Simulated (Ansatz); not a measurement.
The input, for Ansatz 0.2.0:

```yaml
crystal:
  periodic: [false, false, false]
  atoms:
    - {symbol: Si, position_ang: [0.000000, 0.000000, 0.426342]}
    - {symbol: B, position_ang: [0.000000, 0.000000, -4.562005]}
    - {symbol: H, position_ang: [0.000000, 0.000000, 4.135663]}
basis:
  gaussian: {orbitals: 6-31G}
correlation: {method: fci, electrons: outside_noble_gas}
```

```sh
$ ansatz run in.yaml --threads 1 --pin off --events-out ev --progress --plain --max-ram 2393MiB
```

Problem. Roughly how long does this take on 1 thread of Arm Neoverse V1, shared host, and how much host memory?

Solution. 2.5 min wall and 0.4 GiB.

```
477 factors; integrals over basis functions are off by at most 6.2e-8 eV
mean field evaluation 1: about -8530.6497 eV, gradient 1.3e1 eV
mean field evaluation 2: about -8530.6499 eV, gradient 1.3e1 eV
mean field evaluation 4: about -8522.4536 eV, gradient 1.8e1 eV
mean field evaluation 8: about -8531.7965 eV, gradient 9.6e0 eV
mean field evaluation 16: about -8533.4013 eV, gradient 1.2e-6 eV
mean field evaluation 32: about -8530.6497 eV, gradient 1.3e1 eV
mean field evaluation 64: about -8528.6777 eV, gradient 2.2e1 eV
mean field evaluation 96: about -8533.5392 eV, gradient 1.5e-1 eV
mean field evaluation 128: about -8532.8034 eV, gradient 6.8e-1 eV
mean field evaluation 160: about -8533.0448 eV, gradient 4.8e-1 eV
mean field evaluation 192: about -8533.4529 eV, gradient 7.4e-1 eV
mean field evaluation 224: about -8529.7892 eV, gradient 1.0e1 eV
mean field evaluation 256: about -8533.5399 eV, gradient 4.4e-2 eV
mean field evaluation 288: about -8533.2642 eV, gradient 8.1e-6 eV
mean field evaluation 320: about -8533.4013 eV, gradient 5.4e-3 eV
mean field -8533.53997959 eV, -313.6018100088 hartree, gradient 2.3e-6 eV, S^2 0.000000; 25 other end points of the search recorded, 0 dependent functions left out; unrestricted orbitals would lower it
mean field evaluation 352: about -8539.6793 eV, gradient 4.3e-2 eV
determinant -8533.40127950 eV, -313.5967128744 hartree, with singles and doubles -8539.05654455 eV, -313.8045400317 hartree
determinant -8533.11358185 eV, -313.5861401809 hartree, with singles and doubles -8538.96504391 eV, -313.8011774452 hartree
determinant -8532.72629199 eV, -313.5719075412 hartree, with singles and doubles -8539.00737097 eV, -313.8027329360 hartree
determinant -8533.40127950 eV, -313.5967128744 hartree, with singles and doubles -8540.76684436 eV, -313.8673923905 hartree
determinant -8533.11358185 eV, -313.5861401809 hartree, with singles and doubles -8540.78366189 eV, -313.8680104233 hartree
determinant -8532.72629199 eV, -313.5719075412 hartree, with singles and doubles -8540.68190531 eV, -313.8642709381 hartree
unrestricted determinant -8539.68247172 eV, -313.8275424309 hartree, S^2 2.0004
6 core orbitals not correlated: weight in the atoms' cores, before any rotation towards them, 1.000 or more for the frozen orbitals, at most 0.000 for the correlated occupied ones
reference -8533.40127950 eV, -313.5967128744 hartree; 4, 4 occupied and 14, 14 virtual orbitals, 477 factors
state -8542.05375603 eV, -313.9146855221 hartree
6 core orbitals not correlated: weight in the atoms' cores, before any rotation towards them, 1.000 or more for the frozen orbitals, at most 0.000 for the correlated occupied ones
state -8542.05367776 eV, -313.9146826458 hartree
Total energy: -8542.05375603 eV, -313.9146855221 hartree
```

Natural occupations: 1.9500 1.8855 1.2370 0.9973 0.9885 0.7471 0.0639 0.0531 0.0472 0.0069 0.0062 0.0058 0.0058 0.0043 0.0009 0.0004 0.0002 0.0001.
